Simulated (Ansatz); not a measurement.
Input file:

```yaml
crystal:
  periodic: [false, false, false]
  atoms:
    - {symbol: H, position_ang: [-2.723832, 0.054876, 0.000000]}
    - {symbol: H, position_ang: [-1.521832, 0.054876, 0.000000]}
    - {symbol: Si, position_ang: [0.101168, 0.054876, 0.000000]}
    - {symbol: H, position_ang: [0.713348, -0.819409, 1.090012]}
    - {symbol: H, position_ang: [0.713348, -0.819409, -1.090012]}
basis:
  gaussian: {orbitals: "6-31++G**"}
magnetization: {spin_polarized: false}
hamiltonian: {xc: {name: B3LYP}, pseudopotentials: {relativity: scalar}}
correlation: {method: ccsd, electrons: outside_noble_gas}
scf: {omitted_lower_state_checks: [cluster_reference]}
```

```sh
$ ansatz run in.yaml --threads 1 --pin off --events-out ev --progress --plain --max-ram 2393MiB
```

Log:

```
these checks for a lower state are left out or cut short: cluster_reference
424 factors; integrals over basis functions are off by at most 7.8e-4 eV
mean field evaluation 1: about -7952.9118 eV, gradient 1.1e1 eV
mean field evaluation 2: about -7952.9088 eV, gradient 1.1e1 eV
mean field evaluation 4: about -7953.2556 eV, gradient 6.0e0 eV
mean field evaluation 8: about -7953.4796 eV, gradient 3.3e-2 eV
mean field evaluation 16: about -7953.4796 eV, gradient 3.4e-6 eV
mean field -7953.47963471 eV, -292.2849855134 hartree, gradient 3.4e-6 eV, S^2 0.000000; 0 other end points of the search recorded, 0 dependent functions left out; unrestricted orbitals would lower it
5 core orbitals not correlated: weight in the atoms' cores, before any rotation towards them, 1.000 or more for the frozen orbitals, at most 0.000 for the correlated occupied ones
reference -7934.28370742 eV, -291.5795481969 hartree; 4, 4 occupied and 38, 38 virtual orbitals, 424 factors
second order -3.72137088 eV of doubles, -0.17841490 eV of singles
cycle   1  -4.39726760 eV  change   -5.0e-1 eV  update   8.9e-2
cycle   2  -4.72328628 eV  change   -3.3e-1 eV  update   4.8e-2
cycle   3  -4.80019027 eV  change   -7.7e-2 eV  update   2.3e-2
cycle   4  -4.80570615 eV  change   -5.5e-3 eV  update   1.1e-2
cycle   5  -4.80859024 eV  change   -2.9e-3 eV  update   3.3e-3
cycle   6  -4.80731551 eV  change    1.3e-3 eV  update   1.3e-3
cycle   7  -4.80744253 eV  change   -1.3e-4 eV  update   5.3e-4
cycle   8  -4.80753787 eV  change   -9.5e-5 eV  update   2.9e-4
cycle   9  -4.80748811 eV  change    5.0e-5 eV  update   1.3e-4
cycle  10  -4.80745937 eV  change    2.9e-5 eV  update   5.8e-5
cycle  11  -4.80747241 eV  change   -1.3e-5 eV  update   1.5e-5
cycle  12  -4.80747123 eV  change    1.2e-6 eV  update   4.8e-6
Total energy: -7939.09117865 eV, -291.7562195062 hartree
Relativity: scalar
Checks for a lower state left out: cluster_reference
```

Ran on 1 thread of Intel Xeon Platinum 8259CL, shared host: 1.6 s wall, 0.11 GiB peak host memory.
